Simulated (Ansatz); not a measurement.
# CH₆Al₂: ionisation energy by level of theory

An exercise on one series of results from a longer session: the logs are not shown, and one member is left open.

Computed with Ansatz 0.2.0, Gaussian basis. Level: unrestricted cation, the program's frozen cores in correlated methods.

The runs, in order: UKS PBE-D4/def2-TZVPP; UKS r2SCAN-D4/def2-TZVPP; UKS PBE0-D4/def2-TZVPP; UKS B3LYP-D4/def2-TZVPP; UKS wB97X-V/def2-TZVPP; UKS wB97M-V/def2-TZVPP; UKS B2PLYP/def2-TZVPP; UHF-MP2/def2-TZVPP; UHF-MP2/def2-QZVPP; then −ε(HOMO) from the neutral's earlier runs with LDA (SPW92), PBE-D4, revPBE-D4, BLYP-D4, r2SCAN-D4, B97M-V, PBE0-D4, B3LYP-D4, r2SCANh-D4, r2SCAN0-D4, HSE06-D4, BHLYP-D4, CAM-B3LYP-D4, LC-ωPBE, ωB97X-V, ωB97M-V.

1 further run of the same task is left out (it didn't finish).

### The relaxed structure

An earlier PBE0-D4 in a triple-zeta def2 set relaxation fixed the geometry.

9 atoms, charge 0, spin multiplicity 1.

Atoms are counted from 1 here; the program's logs count them from 0.

Bond lengths: Al1–C2 1.936 Å, Al1–H4 1.589 Å, Al1–H5 1.589 Å, C2–Al3 1.936 Å, C2–H6 1.097 Å, C2–H7 1.097 Å, Al3–H8 1.589 Å, Al3–H9 1.589 Å. Angles: C2–Al1–H4 120.1°, C2–Al1–H5 120.1°, H4–Al1–H5 119.8°, Al1–C2–Al3 118.4°, Al1–C2–H6 107.0°, Al1–C2–H7 107.0°, Al3–C2–H6 107.0°, Al3–C2–H7 107.0°, H6–C2–H7 110.2°, C2–Al3–H8 120.1°, C2–Al3–H9 120.1°, H8–Al3–H9 119.8°.

Set-up of the first run:

Input file in.yaml:

```yaml
crystal:
  periodic: [false, false, false]
  atoms:
    - {symbol: Al, position_ang: [-0.769195, 0.897389, -1.195757]}
    - {symbol: C, position_ang: [0.680357, 0.065788, -0.218086]}
    - {symbol: Al, position_ang: [0.253295, -0.964198, 1.364734]}
    - {symbol: H, position_ang: [-1.506839, 0.101083, -2.355834]}
    - {symbol: H, position_ang: [-1.244270, 2.365856, -0.819099]}
    - {symbol: H, position_ang: [1.190453, -0.611957, -0.914454]}
    - {symbol: H, position_ang: [1.359807, 0.868964, 0.094442]}
    - {symbol: H, position_ang: [-0.065103, -2.515883, 1.242829]}
    - {symbol: H, position_ang: [0.189995, -0.253340, 2.784124]}
basis:
  gaussian: {orbitals: def2-TZVPP}
total_charge: 1
magnetization: {spin_polarized: true, initial_magnetization: 1}
hamiltonian: {xc: pbe, dispersion: d4}
```

On the command line:

```bash
$ ansatz run in.yaml --threads 2 --pin off --events-out ev --progress --plain --max-ram 4352MiB
```

Among the steps run: Cation, UKS PBE-D4/def2-TZVPP; Cation, UKS r2SCAN-D4/def2-TZVPP; Cation, UKS PBE0-D4/def2-TZVPP; Cation, UKS B3LYP-D4/def2-TZVPP; Cation, UKS wB97X-V/def2-TZVPP; Cation, UKS wB97M-V/def2-TZVPP; Cation, UKS B2PLYP (frozen core)/def2-TZVPP; Cation, UHF-MP2/def2-TZVPP; Cation, UHF-MP2/def2-QZVPP.

One of the session's tables, all rows but one given; the rest of the session is left out.

For comparison, −ε(HOMO) of the neutral from earlier runs:

```
  functional  −ε(HOMO) (eV)
 LDA (SPW92)           6.83
      PBE-D4           6.71
   revPBE-D4           6.65
     BLYP-D4           6.55
   r2SCAN-D4           6.96
      B97M-V           7.09
     PBE0-D4           7.88
    B3LYP-D4           7.65
  r2SCANh-D4           7.39
  r2SCAN0-D4           8.05
    HSE06-D4           7.48
    BHLYP-D4           8.94
CAM-B3LYP-D4           9.19
     LC-ωPBE              ?
     ωB97X-V          10.21
     ωB97M-V          10.04
```

**Question.** Estimate the row for LC-ωPBE.

**Answer.** −ε(HOMO) (eV): 10.58. In the column «−ε(HOMO) (eV)» it is the highest.
